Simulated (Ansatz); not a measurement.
A made-up structure of CHOS (charge +1), closed shell:

O1  (0.124, -0.373, 1.662)
C2  (0.197, -0.238, 0.552)
S3  (0.386, -0.100, -1.075)
H4  (0.132, -0.513, 2.622)
(Å)

It is relaxed with PBE-D4/def2-SVP and then PBE0-D4/def2-TZVP (Ansatz 0.2.0). Atoms count as bonded within 1.22 times the sum of their covalent radii (H–H: 0.88 Å). The end point is not checked to be a true minimum.

Q: Does its bonding change? (Judge from chemistry; the calculation decides.)

A: The calculation gives: No: no bond forms or breaks.

Where it ends: The first stage lowers the energy by 1.08 eV in 11 steps. It ends as CHOS ([OH][C][S]), total charge +1:
```
4
angstrom
O -0.2071 -0.2447 1.7170
C 0.1584 -0.2297 0.5458
S 0.4879 -0.1601 -0.9099
H 0.3998 -0.5892 2.4070
```

Labels in which every atom is bracketed show which atoms are joined, not bond orders.

For scale, one of the runs: PBE0-D4/def2-TZVP relaxation, 105 basis functions, launched by `ansatz run in.yaml --threads 2 --pin off --events-out ev --progress --plain --max-ram 4352MiB`. Hardware: 2 CPU threads of an Arm Neoverse V2, shared host. Wall time about 8.5 s.
